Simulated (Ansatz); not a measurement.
Process, species as SMILES: C=CF → [CH-]=CF + H+
B3LYP-D3(BJ)/def2-TZVP geometries, fixed; electronic energies without zero-point terms.

Basis-set convergence of the deprotonation energy at PBE with Ansatz (a program for electronic structure). All functions are spherical. The program fits the integrals of some runs and decomposes those of others, by size. The proton leaves the site shown, which need not be the most acidic. No added dispersion term, no relativity. Functions are those of the species that has most. Reference: the value in aug-pcseg-3, 397.22 kcal/mol, itself unsure by roughly 0.33 kcal/mol (its mean distance from aug-cc-pVQZ, def2-QZVPPD). Deviations are taken from unrounded values.

| basis | functions | deprotonation energy (kcal/mol) | minus reference (kcal/mol) |
|---|---|---|---|
| STO-3G | 18 | 516.61 | 119.39 |
| 3-21G | 33 | 426.49 | 29.27 |
| def2-SV(P) | 48 | 411.70 | 14.47 |
| aug-pcseg-1 | 96 | 394.84 | -2.38 |
| pcseg-2 | 132 | 400.39 | 3.16 |
| def2-TZVPD | 141 | 398.09 | 0.87 |
| 6-311++G(3df,3pd) | 171 | 397.48 | 0.26 |
| aug-pcseg-2 | 207 | 397.12 | -0.10 |
| aug-cc-pVQZ | 378 | 397.24 | 0.02 |
